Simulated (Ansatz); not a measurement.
## Ansatz (development build ahead of 0.2.0) run

```yaml
crystal:
  periodic: [false, false, false]
  atoms:
    - { symbol: C, position_ang: [-0.49477, 0.07164, -0.56392] }
    - { symbol: C, position_ang: [0.74373, -0.42678, -0.14518] }
    - { symbol: C, position_ang: [-0.20885, 0.23848, 0.77201] }
    - { symbol: H, position_ang: [-0.90868, 0.54799, -1.50931] }
    - { symbol: H, position_ang: [1.71869, -0.16937, -0.59681] }
    - { symbol: H, position_ang: [-0.53687, 1.22026, 1.2393] }
basis:
  gaussian: { orbitals: def2-SVP }
magnetization:
  spin_polarized: true
  initial_magnetization: 1
hamiltonian:
  xc: hf
correlation:
  method: mp2
  frozen_orbitals: { C: 1, H: 0 }
output:
  forces: true
```

The input is written out in the form of the current development build from the run's settings.

The run gave:

* Converged: yes
* Reference energy: -115.08664 hartree
* Correlation energy: -0.35642 hartree
* Total energy: -115.44306 hartree
* Spin squared of the determinant: 1.003
* Stability test: minimum

Forces (eV/Å):
| atom | Fx | Fy | Fz |
| --- | --- | --- | --- |
| C1 | 1.659 | 0.418 | -0.172 |
| C2 | -0.110 | 0.296 | -0.927 |
| C3 | -2.341 | 1.750 | -0.802 |
| H4 | -0.072 | -0.979 | 1.416 |
| H5 | -0.079 | -0.268 | 0.258 |
| H6 | 0.942 | -1.217 | 0.228 |

Caution: the unrestricted determinant is spin contaminated.
